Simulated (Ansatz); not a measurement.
**Fluorite SrCl2**

The numbers are results of Hartree–Fock (Ansatz, a quantum-chemistry and plane-wave program, PAW), not measurements.

Settings: plane-wave cutoff 460 eV, 6×6×6 k mesh, Fermi–Dirac smearing 0.01 eV, scalar-relativistic PAW data made under PBE.

Cell: measured lattice: a = b = c = 6.974 Å, α = β = γ = 90.00°.

```json
{
  "band_gap": "13.50 eV (on the SCF k mesh)",
  "smallest_direct_gap_on_the_k_points_sampled": "13.80 eV",
  "Γ–Γ gap": "13.95 eV"
}
```

Measured, for comparison: band gap 7.5 eV (temperature not stated, not corrected to a static lattice; as tabulated in Aguado et al. (1999), arXiv:cond-mat/9901145).

Note: cell and atoms aren't relaxed at this level (pressure 4.1 GPa).

Spin–orbit coupling is not included.
